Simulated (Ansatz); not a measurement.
# RbP2Rh2 (I4/mmm)

Computed with DFT r2SCAN, scalar-relativistic, plane waves, PAW in Ansatz.

Cutoff 500 eV; k points 12×12×12 on the computed 5-atom cell (Γ-centred); Gaussian smearing, width 0.10 eV; no spin polarisation.

The structure is relaxed at this level of theory with its symmetry kept. Whether it is the stable form of this composition wasn't checked.

```cif
data_structure
_symmetry_space_group_name_H-M 'I4/mmm'
_symmetry_Int_Tables_number 139
_cell_length_a 3.9083
_cell_length_b 3.9083
_cell_length_c 13.7966
_cell_angle_alpha 90.000
_cell_angle_beta 90.000
_cell_angle_gamma 90.000
_cell_volume 210.74
loop_
_atom_site_label
_atom_site_type_symbol
_atom_site_symmetry_multiplicity
_atom_site_Wyckoff_symbol
_atom_site_fract_x
_atom_site_fract_y
_atom_site_fract_z
_atom_site_occupancy
Rb1 Rb 2 a 0.00000 0.00000 0.00000 1
P1 P 4 e 0.00000 0.00000 0.34149 1
Rh1 Rh 4 d 0.00000 0.50000 0.25000 1
```

| Item | Value |
| --- | --- |
| Space group | I4/mmm (No. 139) |
| Volume per atom | 21.07 Å³ |
| Formation energy from the elements' standard states (uncorrected) | -0.853 eV/atom |
| Generalised Kohn–Sham band gap | none (metal) |
| Density of states at the Fermi level | 1.35 states/eV per cell |
| Löwdin character within 0.5 eV of the Fermi level | Rh 4d 50 %, P 3p 40 %, unprojected 6 % |
| Bader charges (e) | Rb (1 in the cell) 0.79, P (2 in the cell) -0.27, Rh (2 in the cell) -0.13 |

Cost: 1 run of about 5 core-minutes, on Arm Neoverse V1 (shared hosts).